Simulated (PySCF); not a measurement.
# SiH4O

The system: SiH4O, a small molecule; neutral, singlet. The structure, one conformer, was relaxed in the gas phase by PBE0-D3(BJ)/def2-SVP. No frequency run checks that it is a minimum.

SMILES: O[SiH3]

```
atom   x (Å)   y (Å)   z (Å)
 Si1  -0.101  -0.259   0.278
  O2   0.913   0.539  -0.774
  H3   0.725  -1.299   0.947
  H4  -1.245  -0.913  -0.435
  H5  -0.674   0.662   1.311
  H6   0.530   1.255  -1.288
```

Shieldings: GIAO PBE0/pcSseg-2. Shifts are against computed references at the same level: H TMS (σ 31.24 ppm), Si TMS (σ 341.3 ppm). Core levels by delta-SCF with SCAN, pcX-2 on the ionised atom and pcseg-1 elsewhere, spin-free X2C (2p3/2 is the spin-free 2p value less a third of a first-order spin-orbit splitting); from the vacuum level, for chosen atoms.

Q: Give the NMR and core-level values of the distinct atoms.

A: 
```csv
atoms,bonded to,σ (ppm),δ (ppm),core level (eV)
Si1,1 O + 3 H,376.0,-34.7,2p3/2 107.69
O2,1 Si + 1 H,323.3,-,1s 538.84
H3 H4 H5,1 Si,26.20,5.05,-
H6,1 O,31.05,0.19,-
```

Values are those of this one static structure, with the three H of a rotating XH3 group averaged; atoms that internal rotation interchanges would show their mean in an NMR spectrum.

Q: By CAM-B3LYP/def2-SVPD (TDDFT singlets, Tamm-Dancoff triplets, ionisation by delta-SCF), where does absorption start, and what does vertical ionisation take?

A: The lowest singlet lies at 7.13 eV (f 0.003), the strongest of the first 6 at 8.98 eV (f 0.095), the lowest triplet at 6.75 eV; vertical ionisation takes 11.45 eV.
